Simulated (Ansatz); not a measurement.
# C2H7O2: the cost of one run

Method: the levels named in each step, in Ansatz 0.2.0.

## 1. The system as given

Bond lengths: C1–C2 1.491 Å, C2–O3 1.312 Å, C2–O4 1.687 Å, C1–H5 1.089 Å, C1–H6 1.090 Å, C1–H7 1.086 Å, C2–H8 1.094 Å, O3–H9 0.973 Å, O4–H10 0.978 Å, O4–H11 0.978 Å. Angles (14 of 16 angles, heavy atoms first): C1–C2–O3 119.7°, C1–C2–O4 103.7°, O3–C2–O4 106.5°, C1–C2–H8 115.3°, O3–C2–H8 111.4°, O4–C2–H8 96.8°, C2–C1–H5 112.0°, C2–C1–H6 108.1°, C2–C1–H7 111.2°, C2–O3–H9 114.7°, C2–O4–H10 112.7°, C2–O4–H11 109.8°, H5–C1–H6 108.1°, H5–C1–H7 109.8°.

Structure file:

```xyz
11

C     1.4386   -0.0438   -0.3415
C     0.1091   -0.3191    0.2755
O    -0.7817   -1.0209   -0.3845
O    -0.5560    1.2162    0.4929
H     1.3476    0.2878   -1.3749
H     2.0146   -0.9694   -0.3313
H     1.9932    0.6921    0.2331
H     0.1341   -0.5997    1.3322
H    -0.6443   -1.0510   -1.3474
H    -0.6093    1.7254   -0.3398
H    -1.4449    1.1391    0.8927
```

## 2. A rough first relaxation, PBE-D4/def2-SVP

File input.yaml:

```yaml
crystal:
  periodic: [false, false, false]
  atoms:
    - { symbol: C, position_ang: [1.43864, -0.04382, -0.34148] }
    - { symbol: C, position_ang: [0.10909, -0.31909, 0.27552] }
    - { symbol: O, position_ang: [-0.78172, -1.0209, -0.38445] }
    - { symbol: O, position_ang: [-0.55599, 1.21619, 0.4929] }
    - { symbol: H, position_ang: [1.34761, 0.28784, -1.37491] }
    - { symbol: H, position_ang: [2.01463, -0.96936, -0.33135] }
    - { symbol: H, position_ang: [1.99325, 0.69213, 0.23314] }
    - { symbol: H, position_ang: [0.13415, -0.59971, 1.33218] }
    - { symbol: H, position_ang: [-0.6443, -1.05099, -1.34735] }
    - { symbol: H, position_ang: [-0.60926, 1.72543, -0.33985] }
    - { symbol: H, position_ang: [-1.44494, 1.13914, 0.89266] }
total_charge: 1
basis:
  gaussian: { orbitals: def2-SVP }
hamiltonian:
  xc: pbe
  dispersion: d4
relax:
  f_tol: 0.03
  max_steps: 200
```

The run is started by

```console
$ ansatz run input.yaml --threads 4 --pin off --max-ram 10240MiB --backend cpu --events-out ev --progress --plain --runs-dir out
```

**Question.** How long does this run take on 4 threads of Intel Xeon 6975P-C (Granite Rapids), shared host, and how much memory does it need?

About 4.8 s, with a peak of 0.14 GiB.
